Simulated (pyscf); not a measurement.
`[AlH2][Cl]` + `[CH2]=[CH2]` → `[CH3][CH2][AlH][Cl]`, gas phase, singlet surface. Optimised with ωB97X-D3(BJ)/def2-SVP in PySCF. MP2 and CC: frozen core, UHF for open shells. ΔMP2 is the change of the MP2 total energy from the triple- to the quadruple-zeta basis. ΔG in kcal/mol from CCSD(T)/def2-TZVPP + ΔMP2(QZVPP) energies (ideal gas, 1 atm, RRHO with modes under 100 cm⁻¹ raised to 100, one conformer, R ln 2 for chiral ones without a mode under 150 cm⁻¹).

| T (K) | ΔG |
|---|---|
| 298 | -18.7 |
| 600 | ? |
| 900 | +0.6 |
| 1200 | +9.8 |

**Question.** Fit a line to the three values, predict ΔG at 600 K, and estimate where the reaction turns unfavourable at 1 atm of each gas.

**Answer.** Least squares gives ΔG = -28.1 + 31.7 × T/1000 K, so ΔS is about -133 J/(mol K) and ΔH about -28.1 kcal/mol over this range (ΔH at 298 K: -28.6). At 600 K the line gives -9.1; the computed value is -8.9. ΔG = 0 falls near 890 K; 1 kcal/mol in the energy moves that by 32 K. This is thermodynamics alone and says nothing of the barrier. The CCSD(T) − MP2 part came from Ansatz, without density fitting, on the same reference.
